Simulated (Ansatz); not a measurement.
Born–Oppenheimer molecular dynamics of CH$_{4}$BF (7 atoms, charge 0, multiplicity 1). It starts from a rough guess of a transition structure, not a stationary point.

Computed with UKS PBE0/def2-SVP in Ansatz.

* ensemble: NVE (velocity Verlet)
* time step: 0.5 fs
* steps asked: 150
* starting velocities drawn for: 1000 K
* seed: 230653

First frame:

```xyz
7
Properties=species:S:1:pos:R:3
B -0.752 0.144 -0.144
F -0.210 -0.519 -1.589
C 0.514 0.241 0.539
H 0.285 -0.674 -0.494
H -1.896 0.057 -0.021
H 0.583 0.294 1.616
H 1.475 0.458 0.093
```

Q: How far do the bonds stretch over the last three quarters of this one trajectory? (Pairs bonded in most of those frames.)

A: 
```json
{"bond": "B1–F2", "mean (Å)": "1.411", "spread (Å)": "0.142", "shortest": "1.19", "longest": "1.67"}
{"bond": "B1–C3", "mean (Å)": "1.594", "spread (Å)": "0.077", "shortest": "1.42", "longest": "1.69"}
{"bond": "B1–H5", "mean (Å)": "1.263", "spread (Å)": "0.099", "shortest": "1.09", "longest": "1.49"}
{"bond": "C3–H4", "mean (Å)": "1.125", "spread (Å)": "0.074", "shortest": "1.01", "longest": "1.23"}
{"bond": "C3–H6", "mean (Å)": "1.137", "spread (Å)": "0.036", "shortest": "1.06", "longest": "1.22"}
{"bond": "C3–H7", "mean (Å)": "1.128", "spread (Å)": "0.031", "shortest": "1.07", "longest": "1.21"}
```

Mean temperature of the second half: 3460 K. The conserved energy stayed within 1 meV per atom of its start (net change -0.54 meV per atom), so the integration is sound. The system heated up, since it started high on the potential surface and ran downhill. A run of 0.075 ps of so small a system gives no equilibrium averages. The orbitals stay closed-shell, which can raise the energy where a bond breaks towards radicals; this wasn't checked here.

Run time: 3.1 min on 1 CPU thread of a shared host.
